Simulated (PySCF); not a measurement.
Deprotonation sites of hydroxyoxomethylium

Parent: `O=C=[OH+]` ([CHO2]+). Non-hydrogen atoms are numbered in `[O:1]=[C:2]=[OH+:3]`.

Energies: B3LYP-D3(BJ)/ma-def2-TZVP (PySCF, density fitting, integration grid level 2) on PBE0-D3(BJ)/ma-def2-SVP structures. The prefix ma- adds one diffuse s and one diffuse p function on all atoms but H. Thermal corrections: PBE0-D3(BJ)/ma-def2-SVP frequencies, unscaled, ideal gas at 298.15 K and 1 bar, quasi-RRHO entropy.

```tsv
site	product	ΔH(acid) / kcal/mol	ΔG(acid) / kcal/mol
O3 (hydroxyl oxygen)	O=C=O	128.0	122.1
```

ΔH and ΔG refer to the loss of H⁺ in the gas phase.

Against the Active Thermochemical Tables (version 1.112): O3 539 (computed 535, error -3) kJ/mol.

Run with `OMP_NUM_THREADS=1 python redox_run.py task.json out` on 1 thread of Intel Xeon Platinum 8259CL @ 2.50GHz, a shared host. Structures, frequencies and single points: 38 s of wall time.

Differences come from unrounded values, so a last digit can differ from that of the printed terms.
